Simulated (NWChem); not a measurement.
System: disilane (Si$_{2}$H$_{6}$); SMILES [SiH3][SiH3]

Output (shortened):

```
             Northwest Computational Chemistry Package (NWChem) 7.3.0
             --------------------------------------------------------

 D3D symmetry detected

                             Geometry "geometry" -> ""
                             -------------------------

 Output coordinates in angstroms (scale by  1.889725989 to convert to a.u.)

  No.       Tag          Charge          X              Y              Z
 ---- ---------------- ---------- -------------- -------------- --------------
    1 Si                  14.0000     0.00000000     0.00000000     1.17589000
    2 Si                  14.0000     0.00000000     0.00000000    -1.17589000
    3 H                    1.0000    -0.99873393     0.99873393     1.69680200
    4 H                    1.0000     1.36429592     0.36556199     1.69680200
    5 H                    1.0000    -0.36556199    -1.36429592     1.69680200
    6 H                    1.0000    -1.36429592    -0.36556199    -1.69680200
    7 H                    1.0000     0.99873393    -0.99873393    -1.69680200
    8 H                    1.0000     0.36556199     1.36429592    -1.69680200

 Effective nuclear repulsion energy (a.u.)      90.0365982555

      Symmetry information
      --------------------

 Group name             D3d
 Group number             33
 Group order              12
 No. of unique centers     2

                                Z-matrix (autoz)
                                --------

 Units are Angstrom for bonds and degrees for angles

      Type          Name      I     J     K     L     M      Value
      ----------- --------  ----- ----- ----- ----- ----- ----------
    1 Stretch                  1     2                       2.35178
    2 Stretch                  1     3                       1.50542
    3 Stretch                  1     4                       1.50542
    4 Stretch                  1     5                       1.50542
    5 Stretch                  2     6                       1.50542
    6 Stretch                  2     7                       1.50542
    7 Stretch                  2     8                       1.50542
    8 Bend                     1     2     6               110.24434
    9 Bend                     1     2     7               110.24434
   10 Bend                     1     2     8               110.24434
   11 Bend                     2     1     3               110.24434
   12 Bend                     2     1     4               110.24434
   13 Bend                     2     1     5               110.24434
   14 Bend                     3     1     4               108.68715
   15 Bend                     3     1     5               108.68715
   16 Bend                     4     1     5               108.68715
   17 Bend                     6     2     7               108.68715
   18 Bend                     6     2     8               108.68715
   19 Bend                     7     2     8               108.68715
   20 Torsion                  3     1     2     6         -60.00000
   21 Torsion                  3     1     2     7         180.00000
   22 Torsion                  3     1     2     8          60.00000
   23 Torsion                  4     1     2     6        -180.00000
   24 Torsion                  4     1     2     7          60.00000
   25 Torsion                  4     1     2     8         -60.00000
   26 Torsion                  5     1     2     6          60.00000
   27 Torsion                  5     1     2     7         -60.00000
   28 Torsion                  5     1     2     8         180.00000

  pbe96 is a nonlocal functional; adding pw91lda local functional.

                           NWChem Geometry Optimization
                           ----------------------------

[...]

      ----------------------
      Optimization converged
      ----------------------

  Step       Energy      Delta E   Gmax     Grms     Xrms     Xmax
  ---- ---------------- -------- -------- -------- -------- --------
@    4    -579.15311200 -4.7D-08  0.00001  0.00001  0.00018  0.00031
                                     ok       ok       ok       ok

                                Z-matrix (autoz)
                                --------

 Units are Angstrom for bonds and degrees for angles

      Type          Name      I     J     K     L     M      Value     Gradient
      ----------- --------  ----- ----- ----- ----- ----- ---------- ----------
    1 Stretch                  1     2                       2.36883    0.00001
    2 Stretch                  1     3                       1.51091   -0.00001
    3 Stretch                  1     4                       1.51091   -0.00001
    4 Stretch                  1     5                       1.51091   -0.00001
    5 Stretch                  2     6                       1.51091   -0.00001
    6 Stretch                  2     7                       1.51091   -0.00001
    7 Stretch                  2     8                       1.51091   -0.00001
    8 Bend                     1     2     6               110.32947    0.00001
    9 Bend                     1     2     7               110.32947    0.00001
   10 Bend                     1     2     8               110.32947    0.00001
   11 Bend                     2     1     3               110.32947    0.00001
   12 Bend                     2     1     4               110.32947    0.00001
   13 Bend                     2     1     5               110.32947    0.00001
   14 Bend                     3     1     4               108.59950   -0.00001
   15 Bend                     3     1     5               108.59950   -0.00001
   16 Bend                     4     1     5               108.59950   -0.00001
   17 Bend                     6     2     7               108.59950   -0.00001
   18 Bend                     6     2     8               108.59950   -0.00001
   19 Bend                     7     2     8               108.59950   -0.00001
   20 Torsion                  3     1     2     6         -60.00000    0.00000
   21 Torsion                  3     1     2     7        -180.00000    0.00000
   22 Torsion                  3     1     2     8          60.00000    0.00000
   23 Torsion                  4     1     2     6         180.00000   -0.00000
   24 Torsion                  4     1     2     7          60.00000   -0.00000
   25 Torsion                  4     1     2     8         -60.00000   -0.00000
   26 Torsion                  5     1     2     6          60.00000    0.00000
   27 Torsion                  5     1     2     7         -60.00000    0.00000
   28 Torsion                  5     1     2     8         180.00000   -0.00000

[...]

 Rotational Constants
 --------------------
 A=   1.388824 cm-1  (  1.998164 K)
 B=   0.164898 cm-1  (  0.237246 K)
 C=   0.164898 cm-1  (  0.237246 K)

 Temperature                      =   298.15K
 frequency scaling parameter      =   1.0000

 Zero-Point correction to Energy  =   29.314 kcal/mol  (  0.046715 au)
 Thermal correction to Energy     =   32.583 kcal/mol  (  0.051924 au)
 Thermal correction to Enthalpy   =   33.175 kcal/mol  (  0.052868 au)

 Total Entropy                    =   66.080 cal/mol-K
   - Translational                =   38.276 cal/mol-K (mol. weight =  62.0008)
   - Rotational                   =   19.703 cal/mol-K (symmetry #  =        6)
   - Vibrational                  =    8.101 cal/mol-K

 Cv (constant volume heat capacity) =   17.816 cal/mol-K
   - Translational                  =    2.979 cal/mol-K
   - Rotational                     =    2.979 cal/mol-K
   - Vibrational                    =   11.857 cal/mol-K

[normal modes left out]

 ----------------------------------------------------------------------------
 Normal Eigenvalue ||           Projected Infra Red Intensities
  Mode   [cm**-1]  || [atomic units] [(debye/angs)**2] [(KM/mol)] [arbitrary]
 ------ ---------- || -------------- ----------------- ---------- -----------
    1       -0.000 ||    0.000000           0.000         0.000       0.000
    2        0.000 ||    0.000000           0.000         0.000       0.000
    3        0.000 ||    0.000000           0.000         0.000       0.000
    4        0.000 ||    0.000000           0.000         0.000       0.000
    5        0.000 ||    0.000000           0.000         0.000       0.000
    6        0.000 ||    0.000000           0.000         0.000       0.000
    7      119.280 ||    0.000000           0.000         0.000       0.000
    8      370.146 ||    0.014088           0.325        13.734       3.438
    9      370.290 ||    0.014094           0.325        13.739       3.439
   10      400.818 ||    0.000000           0.000         0.000       0.000
   11      597.469 ||    0.000000           0.000         0.000       0.000
   12      597.623 ||    0.000000           0.000         0.000       0.000
   13      780.748 ||    0.373535           8.618       364.141      91.143
   14      837.462 ||    0.000000           0.000         0.000       0.000
   15      895.996 ||    0.000000           0.000         0.000       0.000
   16      896.000 ||    0.000000           0.000         0.000       0.000
   17      902.469 ||    0.062061           1.432        60.500      15.143
   18      902.533 ||    0.062090           1.432        60.528      15.150
   19     2121.329 ||    0.110589           2.551       107.807      26.984
   20     2128.985 ||    0.000000           0.000         0.000       0.000
   21     2142.918 ||    0.000000           0.000         0.000       0.000
   22     2142.925 ||    0.000000           0.000         0.000       0.000
   23     2154.037 ||    0.173302           3.998       168.943      42.286
   24     2154.135 ||    0.173843           4.011       169.471      42.418
 ----------------------------------------------------------------------------
```

Level: PBE/3-21G. 

Problem. Which NWChem input produces such a log?

Solution. This is not unique; one that fits is the input that was run:
```
start job
memory heap 200 mb stack 900 mb global 1100 mb
geometry units angstroms
  Si     0.000000     0.000000     1.175890
  Si     0.000000     0.000000    -1.175890
  H     -1.336674    -0.456334     1.696802
  H      0.273141     1.385761     1.696802
  H      1.063534    -0.929427     1.696802
  H     -0.273141    -1.385761    -1.696802
  H      1.336674     0.456334    -1.696802
  H     -1.063534     0.929427    -1.696802
end
basis spherical
  * library 3-21g
end
dft
  xc xpbe96 cpbe96
  iterations 150
end
driver
  maxiter 120
end
task dft optimize
task dft freq
```
